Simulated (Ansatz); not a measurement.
Results of r²SCAN in Ansatz (plane waves, PAW) for rutile CrO2.

Run with plane-wave cutoff 560 eV, 12×12×18 k mesh (along the axes of the cell as run), Fermi–Dirac smearing 0.05 eV, spin-polarised with parallel moments, scalar-relativistic PAW data made under PBE.

Computed at the level's own relaxed cell.

Q: Predict the pressure derivative B′ of the bulk modulus, magnetic moment (largest site, within a sphere), volume per atom, lattice parameter c and lattice parameter a.

A: 
- pressure derivative B′ of the bulk modulus: 5.0
- magnetic moment (largest site, within a sphere): 1.83 μB
- volume per atom: 9.41 Å³/atom
- lattice parameter c: 2.912 Å
- lattice parameter a: 4.404 Å

The run finds no gap.

Measured, for comparison: lattice parameter c 2.915 Å, lattice constant a 4.419 Å (room temperature, not corrected to a static lattice; as tabulated in Hiroi (2015), arXiv:1503.02262). Computed (rounded) less measured: lattice parameter c -0.1 %, lattice constant a -0.3 %. A static lattice is as a rule a little smaller and stiffer than an uncorrected measurement, which narrows the difference in the lattice constant a and would widen misses of the other sign.

Note: the bulk modulus comes from volumes at which shape and atoms were relaxed.

Moments are spin moments.

Computed values are for the static lattice.

Computing time: around 90 core-minutes (rough).

Ansatz is an electronic-structure program.
